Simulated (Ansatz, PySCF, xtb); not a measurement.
Noncovalent pair: C2H4 (SMILES C=C) (first 6 atoms) with C2H4 (SMILES C=C); geometry from A24 set.
(charge 0, multiplicity 1):
```xyz
12

H     -0.9240     1.2320    -1.7500
H      0.9240     1.2320    -1.7500
H      0.9240    -1.2320    -1.7500
H     -0.9240    -1.2320    -1.7500
C      0.0000     0.6672    -1.7500
C      0.0000    -0.6672    -1.7500
H     -0.9240     1.2320     1.7500
H      0.9240     1.2320     1.7500
H      0.9240    -1.2320     1.7500
H     -0.9240    -1.2320     1.7500
C      0.0000     0.6672     1.7500
C      0.0000    -0.6672     1.7500
```

Counterpoise-corrected where a basis set is named; no monomer relaxation. Rows marked so take none.

Rows in STO-3G carry no dispersion term and start afresh at each structure.

Run with Ansatz (Gaussian basis) for Hartree–Fock, density functionals and correlated methods; PySCF for STO-3G rows; xtb for the GFN methods. 

One of these levels gives -0.80 kcal/mol for the interaction energy. Which?
A) GFN1-xTB
B) BLYP/def2-TZVPPD
C) HF/aug-cc-pVDZ
D) HF/STO-3G (no counterpoise)

A, GFN1-xTB. The others give 0.79 (HF/STO-3G (no counterpoise)), 3.90 (HF/aug-cc-pVDZ), 3.22 (BLYP/def2-TZVPPD)

Ansatz is a quantum-chemistry and plane-wave program.
